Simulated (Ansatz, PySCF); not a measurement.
Species: methanethiol, CH4S, net charge 0, singlet state. 
Structure (B3LYP-D3(BJ)/def2-TZVP (Ansatz, a first-principles code) minimum search):
SMILES: SC
```xyz
6

C     -0.0402     1.1565     0.0077
S     -0.0524    -0.6664    -0.0048
H      1.2792    -0.8404     0.0008
H     -1.0838     1.4664     0.0045
H      0.4371     1.5427     0.9058
H      0.4463     1.5550    -0.8800
```

Dipole moments at this geometry, in debye (magnitudes).

| level | program | dipole (D) |
|---|---|---|
| HF/def2-TZVPD | PySCF | 1.66 |
| SVWN5/def2-TZVPD | PySCF | 1.57 |
| PBE/def2-TZVPD | Ansatz | 1.54 |
| BLYP/def2-TZVPD | Ansatz | 1.51 |
| revPBE/def2-TZVPD | Ansatz | 1.54 |
| TPSS/def2-TZVPD | PySCF | 1.56 |
| M06-L/def2-TZVPD | PySCF | 1.49 |
| PBE0/def2-TZVPD | Ansatz | 1.58 |
| r2SCANh/def2-TZVPD | Ansatz | 1.61 |
| CCSD(T)/aug-cc-pV(D+d)Z | Ansatz | 1.53 |

Measured: 1.52 D (NIST CCCBDB, as tabulated in the package chemicals), a vibrational average. This is an older compilation, not checked against later work.
